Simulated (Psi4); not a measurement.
Psi4 input (wB97X-D/6-311+G**):

```
memory 1500 MB

molecule {
-1 2
P    -0.00000000   -0.00000000   -0.99121818
P     0.00000000    0.00000000    0.99121818
symmetry c1
no_reorient
no_com
}

set {
  basis 6-311+G**
  reference uks
  scf_type pk
  dft_radial_points 99
  dft_spherical_points 590
  e_convergence 1e-8
  d_convergence 1e-7
  maxiter 150
}

e = energy('wb97x-d')
print_out(f'\nFINAL {e:.10f} DIPOLE {variable("CURRENT DIPOLE")[0]:.6f} {variable("CURRENT DIPOLE")[1]:.6f} {variable("CURRENT DIPOLE")[2]:.6f}\n')
```

Output:

```
   => Loading Basis Set <=

    Name: 6-311+G**
    Role: ORBITAL
    Keyword: BASIS
    atoms 1-2 entry P          line   390 file 6-311pgss.gbs

   => WB97X-D: Empirical Dispersion <=

    Chai and Head-Gordon Dispersion Correction
    Chai, J.-D.; Head-Gordon, M. (2010), J. Chem. Phys., 132: 6615-6620

        s6 =       1.000000

         ---------------------------------------------------------
                                   SCF
               by Justin Turney, Rob Parrish, Andy Simmonett
                          and Daniel G. A. Smith
                              UKS Reference
         ---------------------------------------------------------

  ==> Geometry <==

    Molecular point group: c1
    Full point group: D_inf_h

    Geometry (in Angstrom), charge = -1, multiplicity = 2:

       Center              X                  Y                   Z               Mass
    ------------   -----------------  -----------------  -----------------  -----------------
         P            0.000000000000     0.000000000000    -0.991218180000    30.973761998420
         P            0.000000000000     0.000000000000     0.991218180000    30.973761998420

  Running in c1 symmetry.

  Rotational constants: A = ************  B =      0.27697  C =      0.27697 [cm^-1]
  Rotational constants: A = ************  B =   8303.37647  C =   8303.37647 [MHz]
  Nuclear repulsion =   60.059871178285903

  Charge       = -1
  Multiplicity = 2
  Electrons    = 31
  Nalpha       = 16
  Nbeta        = 15

  ==> Algorithm <==

  SCF Algorithm Type is PK.
  DIIS enabled.
  MOM disabled.
  Fractional occupation disabled.
  Guess Type is SAD.
  Energy threshold   = 1.00e-08
  Density threshold  = 1.00e-07
  Integral threshold = 1.00e-12

  ==> Primary Basis <==

  Basis Set: 6-311+G**
    Blend: 6-311+G**
    Number of shells: 28
    Number of basis functions: 60
    Number of Cartesian functions: 62
    Spherical Harmonics?: true
    Max angular momentum: 2

  ==> DFT Potential <==

   => LibXC <=

    Version 7.1.2
    S. Lehtola, C. Steigemann, M. J. T. Oliveira, and M. A. L. Marques,  SoftwareX 7, 1–5 (2018) (10.1016/j.softx.2017.11.002)

   => Composite Functional: WB97X-D <=

    wB97X-D Hyb-GGA Exchange-Correlation Functional

    J.-D. Chai and M. Head-Gordon,  Phys. Chem. Chem. Phys. 10, 6615–6620 (2008) (10.1039/B810189B)

    Deriv               =              1
    GGA                 =           TRUE
    Meta                =          FALSE

    Exchange Hybrid     =           TRUE
    MP2 Hybrid          =          FALSE

   => Exchange-Correlation Functionals <=

    1.0000   wB97X-D range-separated functional

   => Exact (HF) Exchange <=

    0.7780            HF,LR [omega = 0.2000]
    0.2220               HF

   => LibXC Density Thresholds  <==

    XC_HYB_GGA_XC_WB97X_D:  1.00E-14

   => Molecular Quadrature <=

    Radial Scheme          =       TREUTLER
    Pruning Scheme         =           NONE
    Nuclear Scheme         =       TREUTLER

    Blocking Scheme        =         OCTREE
    BS radius alpha        =              1
    Pruning alpha          =              1
    Radial Points          =             99
    Spherical Points       =            590
    Total Points           =         113392
    Total Blocks           =            988
    Max Points             =            253
    Max Functions          =             55
    Weights Tolerance      =       1.00E-15

  ==> Integral Setup <==

  Using in-core PK algorithm.
   Calculation information:
      Number of atoms:                   2
      Number of AO shells:              28
      Number of primitives:             50
      Number of atomic orbitals:        62
      Number of basis functions:        60

      Integral cutoff                 1.00e-12
      Number of threads:                 1

  Performing in-core PK
  Using 5026095 doubles for integral storage.
  We computed 74633 shell quartets total.
  Whereas there are 82621 unique shell quartets.

  Computing range-separated integrals for PK
  We computed 74633 wK shell quartets total.
  Whereas there are 82621 wK unique shell quartets.

  ==> DiskJK: Disk-Based J/K Matrices <==

    J tasked:                  Yes
    K tasked:                  Yes
    wK tasked:                 Yes
    Omega:               2.000E-01
    Schwarz Cutoff:          1E-12


  Cached 100.0% of DFT collocation blocks in 0.153 [GiB].

  Minimum eigenvalue in the overlap matrix is 1.1219140674E-03.
  Reciprocal condition number of the overlap matrix is 2.4082686574E-04.
    Using symmetric orthogonalization.

  ==> Pre-Iterations <==

  SCF Guess: Superposition of Atomic Densities via on-the-fly atomic UHF (no occupation information).

   -------------------------
    Irrep   Nso     Nmo
   -------------------------
     A         60      60
   -------------------------
    Total      60      60
   -------------------------

  ==> Iterations <==

                        Total Energy        Delta E     RMS |[F,P]|

   @UKS iter SAD:  -682.03290827777505   -6.82033e+02   0.00000e+00
   @UKS iter   1:  -682.61520032879491   -5.82292e-01   8.93479e-03 ADIIS/DIIS
   @UKS iter   2:  -682.68416107407108   -6.89607e-02   5.25720e-03 ADIIS/DIIS
   @UKS iter   3:  -682.70852642295188   -2.43653e-02   2.68524e-04 ADIIS/DIIS
   @UKS iter   4:  -682.70878263482643   -2.56212e-04   7.92530e-05 DIIS
   @UKS iter   5:  -682.70882562715690   -4.29923e-05   2.58560e-05 DIIS
   @UKS iter   6:  -682.70883030295431   -4.67580e-06   6.22421e-06 DIIS
   @UKS iter   7:  -682.70883078476754   -4.81813e-07   1.20331e-06 DIIS
   @UKS iter   8:  -682.70883081049863   -2.57311e-08   3.29138e-07 DIIS
   @UKS iter   9:  -682.70883081239981   -1.90118e-09   6.64199e-08 DIIS
  Energy and wave function converged.

  ==> Post-Iterations <==

   Electrons on quadrature grid:
      Nalpha   =   16.0000000264 ; deviation = 2.641e-08
      Nbeta    =   15.0000000200 ; deviation = 2.005e-08
      Ntotal   =   31.0000000465 ; deviation = 4.646e-08

   @Spin Contamination Metric:   3.506641515E-03
   @S^2 Expected:                7.500000000E-01
   @S^2 Observed:                7.535066415E-01
   @S   Expected:                5.000000000E-01
   @S   Observed:                5.000000000E-01

    Orbital Energies [Eh]
    ---------------------

    Alpha Occupied:

       1A    -76.997691     2A    -76.997689     3A     -6.451532
       4A     -6.451309     5A     -4.599270     6A     -4.599146
       7A     -4.597227     8A     -4.597113     9A     -4.596488
      10A     -4.595157    11A     -0.545960    12A     -0.345072
      13A     -0.156242    14A     -0.155543    15A     -0.138752
      16A     -0.022922

    Alpha Virtual:

      17A      0.158817    18A      0.187594    19A      0.204816
      20A      0.212593    21A      0.214761    22A      0.236717
      23A      0.241388    24A      0.241720    25A      0.298514
      26A      0.331532    27A      0.470949    28A      0.526119
      29A      0.531352    30A      0.560139    31A      0.561384
      32A      0.572559    33A      0.753793    34A      0.828592
      35A      0.832474    36A      0.922083    37A      0.937271
      38A      0.938353    39A      1.011220    40A      1.012058
      41A      1.012442    42A      1.198797    43A      1.200828
      44A      1.524057    45A      1.841348    46A      1.841452
      47A      1.893067    48A      1.893853    49A      1.948872
      50A      1.999543    51A      6.907794    52A      7.208433
      53A     14.172557    54A     14.175303    55A     14.194657
      56A     14.197307    57A     14.213023    58A     14.276708
      59A    163.094766    60A    163.425279

    Beta Occupied:

       1A    -76.995546     2A    -76.995544     3A     -6.449670
       4A     -6.449429     5A     -4.598048     6A     -4.597923
       7A     -4.595211     8A     -4.593877     9A     -4.590319
      10A     -4.590194    11A     -0.533356    12A     -0.318435
      13A     -0.145730    14A     -0.132759    15A     -0.112961

    Beta Virtual:

      16A      0.164422    17A      0.178337    18A      0.190339
      19A      0.206511    20A      0.213480    21A      0.217657
      22A      0.241036    23A      0.245905    24A      0.255203
      25A      0.299161    26A      0.338043    27A      0.474036
      28A      0.528097    29A      0.539157    30A      0.563982
      31A      0.573998    32A      0.579384    33A      0.758943
      34A      0.838004    35A      0.856062    36A      0.930352
      37A      0.958151    38A      0.959254    39A      1.023968
      40A      1.036230    41A      1.036514    42A      1.204035
      43A      1.221359    44A      1.532296    45A      1.846116
      46A      1.862477    47A      1.899060    48A      1.916134
      49A      1.956065    50A      2.005125    51A      6.910046
      52A      7.210228    53A     14.174512    54A     14.183508
      55A     14.196617    56A     14.205576    57A     14.214825
      58A     14.278526    59A    163.096436    60A    163.426922

    Final Occupation by Irrep:
              A
    DOCC [    15 ]
    SOCC [     1 ]
    NA   [    16 ]
    NB   [    15 ]

  @UKS Final Energy:  -682.70883081239981

   => Energetics <=

    Nuclear Repulsion Energy =             60.0598711782859027
    One-Electron Energy =               -1070.6583414736101076
    Two-Electron Energy =                 361.8164661755284897
    DFT Exchange-Correlation Energy =     -33.9268144749530052
    Empirical Dispersion Energy =          -0.0000122176511776
    VV10 Nonlocal Energy =                  0.0000000000000000
    Total Energy =                       -682.7088308123998104

  UHF NO Occupations:
  HONO-2 :   14  A 1.9996958
  HONO-1 :   15  A 1.9988724
  HONO-0 :   16  A 1.0000000
  LUNO+0 :   17  A 0.0011276
  LUNO+1 :   18  A 0.0003042
  LUNO+2 :   19  A 0.0002437
  LUNO+3 :   20  A 0.0000575

Computation Completed

Properties will be evaluated at   0.000000,   0.000000,   0.000000 [a0]

Properties computed using the SCF density matrix

 Multipole Moments:

 ------------------------------------------------------------------------------------
     Multipole            Electronic (a.u.)      Nuclear  (a.u.)        Total (a.u.)
 ------------------------------------------------------------------------------------

 L = 1.  Multiply by 2.5417464519 to convert [e a0] to [Debye]
 Dipole X            :         -0.0000000            0.0000000           -0.0000000
 Dipole Y            :         -0.0000000            0.0000000           -0.0000000
 Dipole Z            :         -0.0000000            0.0000000           -0.0000000
 Magnitude           :                                                    0.0000000

 ------------------------------------------------------------------------------------

FINAL -682.7088308124 DIPOLE -0.000000 -0.000000 -0.000000

*** Psi4 exiting successfully. Buy a developer a beer!
```

The dipole moment of an ion depends on the origin.
